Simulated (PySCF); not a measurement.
C4H6.
Cartesian coordinates in Å at the GFN2-xTB level; atoms count from 1:
```xyz
10
C4H6 angstrom
C      2.061    0.281   -0.173
C      0.853   -0.183   -0.168
C     -0.362   -0.636   -0.160
C     -1.563    0.163    0.249
H      2.706    0.202    0.688
H      2.483    0.760   -1.043
H     -0.556   -1.658   -0.465
H     -2.273    0.219   -0.576
H     -2.063   -0.317    1.090
H     -1.278    1.172    0.537
```

Theory: TDDFT B3LYP/def2-SVPD, vertical, gas phase, core orbitals frozen in the response in PySCF 2.14.0, density-fitted response routines.

Frontier orbitals with the atoms that hold most of them (Löwdin shares over 4%, at most four atoms; ? is withheld):

```csv
orbital,ε (eV),atoms
LUMO+2,0.73,"C1 31%, C2 22%, C4 10%, C3 10%"
LUMO+1,0.41,"C3 30%, C2 29%, C1 13%, C4 6%"
LUMO,0.05,"C1 26%, C2 24%, C3 13%, C4 10%"
HOMO,-7.04,?
HOMO-1,-7.40,?
HOMO-2,-10.37,"C4 37%, H10 22%, C3 16%, H7 8%"
HOMO-3,-11.40,"C4 42%, H9 16%, H8 16%, C3 9%"
```

Which atoms hold the HOMO-1, and with what shares?

C1 (bonded to C and 2 H) 41%; C2 (bonded to 2 C) 35%; C3 (bonded to 2 C and H) 8%; C4 (bonded to C and 3 H) 4%.

Give the leading atoms of the HOMO.

C3 (bonded to 2 C and H) 36%; C2 (bonded to 2 C) 33%; C1 (bonded to C and 2 H) 9%; C4 (bonded to C and 3 H) 8%.

How does S1 compare with the orbital gap of 7.09 eV?

S1 is at 5.66 eV (f = 0.0000), 1.42 eV below the gap, made of HOMO→LUMO (93%). 

Give energy, strength and leading configuration of S1 and S2, and follow the Löwdin shares of the leading atoms from the occupied to the empty orbital.

- S1 (5.66 eV, f 0.0000), HOMO→LUMO (93%): C3 36% → 13%, C2 33% → 24%, C1 9% → 26%
- S2 (6.31 eV, f 0.0000), HOMO-1→LUMO+1 (97%): C1 41% → 13%, C2 35% → 29%, C3 8% → 30%
